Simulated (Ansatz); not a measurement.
# PF₃ (singlet): the correlation ladder, cc-pV(D+d)Z

How much of the correlation energy of PF₃ (singlet) does each wave-function method recover here?

Method: cc-pV(D+d)Z, core rule «outside noble gas», up to 8 orbitals frozen; program: Ansatz 0.2.0, Gaussian basis.

Plan: UHF; CCSD(T) on RHF; BCCD(T) on RHF; CISD; CCSDT(Q) on RHF.

14 further runs of the same task are left out: 4 for a known fault of the program, 1 that didn't finish, 9 set aside as unsound or not needed.

### 1 What is computed

The geometry is an MP2(full)/6-31G* stationary point (not a proven minimum).

4 atoms, charge 0, spin multiplicity 1.

Atoms are counted from 1 here; the program's logs count them from 0.

Bond lengths: P1–F2 1.593 Å, P1–F3 1.593 Å, P1–F4 1.593 Å. Angles: F2–P1–F3 97.6°, F2–P1–F4 97.6°, F3–P1–F4 97.6°.

Geometry (Å):

| atom | x (Å) | y (Å) | z (Å) |
| --- | --- | --- | --- |
| P1 | 0.00000 | 0.00000 | 0.51074 |
| F2 | 0.00000 | 1.38386 | -0.27756 |
| F3 | 1.19846 | -0.69193 | -0.27756 |
| F4 | -1.19846 | -0.69193 | -0.27756 |

### 2 UHF

Contents of in.yaml:

```yaml
crystal:
  periodic: [false, false, false]
  atoms:
    - {symbol: P, position_ang: [0.000000, 0.000000, 0.510743]}
    - {symbol: F, position_ang: [0.000000, 1.383861, -0.277561]}
    - {symbol: F, position_ang: [1.198459, -0.691931, -0.277561]}
    - {symbol: F, position_ang: [-1.198459, -0.691931, -0.277561]}
basis:
  gaussian: {orbitals: "cc-pV(D+d)Z.json"}
magnetization: {spin_polarized: true, initial_magnetization: 0}
hamiltonian: {xc: hf}
output: {orbitals: {seedname: orbitals}}
```

Run with:

```sh
> ansatz run in.yaml --threads 1 --pin off --events-out ev --progress --plain --max-ram 4096MiB --backend cpu
```

After this run come: CCSD(T) on RHF; BCCD(T) on RHF; CISD; CCSDT(Q) on RHF.

**Question.** What will the summary of the whole plan be? Wanted: RCCSDT(Q) below the RHF energy; RMP2 from RCCSDT(Q); RCCSD from RCCSDT(Q); RCCSD(T) from RCCSDT(Q); T1 diagnostic.

**Answer**, as computed:

| quantity | value |
| --- | --- |
| RCCSDT(Q) below the RHF energy | -19.0599 eV |
| RMP2 from RCCSDT(Q) | +17.07 kcal/mol |
| RCCSD from RCCSDT(Q) | +9.79 kcal/mol |
| RCCSD(T) from RCCSDT(Q) | +1.48 kcal/mol |
| levels within 1 kcal/mol (43 meV) | none |
| T1 diagnostic | 0.014 |

What this shows: RCCSD(T) lands +1.48 kcal/mol from the yardstick (0.3 % of the correlation energy). These misses are within one basis, not against nature.
